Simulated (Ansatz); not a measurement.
Elastic constant C11 of tetradymite Bi2Se3 at several levels of theory

No measured value is used here.

```csv
level (code),value (GPa),cell (Å³/atom)
LDA (Ansatz),79.3,28.38
PBE (Ansatz),?,31.88
r²SCAN (Ansatz),94.6,28.38
```

Q: Complete the blanks.

A: 
- PBE (Ansatz, a program for electronic structure), value (GPa): 63.3

Density-functional levels without +SOC have no spin–orbit coupling. PBE: the cell comes from a level without a dispersion term, which matters for the spacing of layers, chains or molecules. Values are at the measured cell; PBE at the level's own equilibrium cell. Cutoffs differ between the levels. Ansatz's density-functional and Hartree–Fock values are scalar-relativistic unless marked +SOC, with PAW data made under PBE.
